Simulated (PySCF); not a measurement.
n-BuOMe, C5H12O.
Atom-mapped SMILES: `[CH3:1][CH2:2][CH2:3][CH2:4][O:5][CH3:6]` (hydrogens: H7, H8, H9 on C1; H10, H11 on C2; H12, H13 on C3; H14, H15 on C4; H16, H17, H18 on C6)

Structure used (PBE0-D3(BJ)/def2-TZVP), in Å, numbered top down from 1:
```xyz
18
C5H12O angstrom
C     -2.4251    0.7687   -0.3655
C     -1.2399   -0.0532    0.1084
C     -0.2726   -0.3941   -1.0125
C      0.9279   -1.2004   -0.5465
O      1.6936   -0.5732    0.4551
C      2.4258    0.5293   -0.0019
H     -2.9928    0.2382   -1.1355
H     -3.1100    0.9957    0.4544
H     -2.0979    1.7192   -0.7966
H     -0.7011    0.4843    0.8943
H     -1.5932   -0.9828    0.5697
H     -0.7867   -0.9792   -1.7847
H      0.0604    0.5257   -1.5071
H      0.5893   -2.1423   -0.1060
H      1.5706   -1.4461   -1.4062
H      3.0890    0.8368    0.8072
H      1.7849    1.3797   -0.2673
H      3.0348    0.2689   -0.8795
```

The closed-shell ground state was solved at several levels (PySCF, density fitting, gas phase, non-relativistic). One conformer (not necessarily the lowest) at the PBE0-D3(BJ)/def2-TZVP geometry, without solvent, vibrations or thermal averaging.

| level | basis functions | HOMO (eV) | LUMO (eV) | gap (eV) | dipole (D) |
| --- | --- | --- | --- | --- | --- |
| wB97X-D/pcSseg-2 | 384 | -9.22 | 2.30 | 11.52 | 1.22 |
| KT3/pcSseg-2 | 384 | -5.96 | -0.24 | 5.72 | 1.07 |
| PBE0/pcSseg-2 | 384 | -7.32 | 0.62 | 7.94 | 1.18 |

(1) What might B97-2/pcSseg-2 (384 basis functions) give for the same quantities?

(2) Over all these levels, which gives the widest orbital gap and which the narrowest?

(3) In the pcSseg-2 basis, how does the gap go with the fixed share of exact exchange?

(4) How far do the dipole and the HOMO energy spread over the levels?

Results:

(1) HOMO -7.05 eV, LUMO 0.66 eV, gap 7.71 eV, dipole 1.17 D.

(2) wB97X-D/pcSseg-2 (range-separated hybrid) has the widest, 11.52 eV, and KT3/pcSseg-2 (GGA) the narrowest, 5.72 eV. From the narrowest to the widest the HOMO moves by -3.26 eV and the LUMO by +2.54 eV.

(3) KT3 (0 %) 5.72 eV; B97-2 (21 %) 7.71 eV; PBE0 (25 %) 7.94 eV. Each rise in the share widens the gap here.

(4) The dipole runs from 1.07 to 1.22 D (mean 1.16 D) and the HOMO from -9.22 to -5.96 eV.
